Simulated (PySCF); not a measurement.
Isomers of [C3H2FN2]- (charge -1). Computed with PBE0-D3(BJ)/def2-SVP geometry optimisation, gas phase (PySCF). One conformer each; no zero-point energy, no entropy. No frequencies were run at this level. Point groups hold within 0.08 Å.

Task: Rank from lowest to highest electronic energy at this level (kJ/mol).
A. `c1nc(F)c[n-]1`
B. `Fc1ccn[n-]1`
C. `FC1=C[N-]N=C1`

Result: A (0.0), B (70.7), C (98.7).

As drawn, the highest has an N–N linkage, which the lowest lacks.

| SMILES | E (Eh) | E rel (kJ/mol) | dipole about centre of mass (D) | point group | A, B, C (MHz) |
| --- | --- | --- | --- | --- | --- |
| Fc1c[n-]cn1 | -324.29835 | 0.0 | 1.90 | Cs | 9915, 3676, 2682 |
| Fc1ccn[n-]1 | -324.27142 | 70.7 | 3.21 | Cs | 9810, 3680, 2676 |
| Fc1cn[n-]c1 | -324.26077 | 98.7 | 3.95 | C2v | 9856, 3509, 2588 |

Task: How do the relative energies change in single points at PBE0/pcSseg-1 (no added dispersion term) on the same geometries?

Result: 
```json
{"SMILES": "Fc1c[n-]cn1", "PBE0-D3(BJ)/def2-SVP (kJ/mol)": "0.0", "PBE0/pcSseg-1 (kJ/mol)": "0.0", "shift": "0.0"}
{"SMILES": "Fc1ccn[n-]1", "PBE0-D3(BJ)/def2-SVP (kJ/mol)": "70.7", "PBE0/pcSseg-1 (kJ/mol)": "69.2", "shift": "-1.5"}
{"SMILES": "Fc1cn[n-]c1", "PBE0-D3(BJ)/def2-SVP (kJ/mol)": "98.7", "PBE0/pcSseg-1 (kJ/mol)": "96.8", "shift": "-1.9"}
```

Each column counts from its own lowest isomer. The order is unchanged; the largest shift is 1.9 kJ/mol.

Task: As an exercise, what shares would exp(−E/RT) give at 2000 K from these electronic energies alone (no entropy, no degeneracies)?

Result: RT = 16.629 kJ/mol: Fc1c[n-]cn1 98.3 %, Fc1ccn[n-]1 1.4 %, Fc1cn[n-]c1 0.3 %.
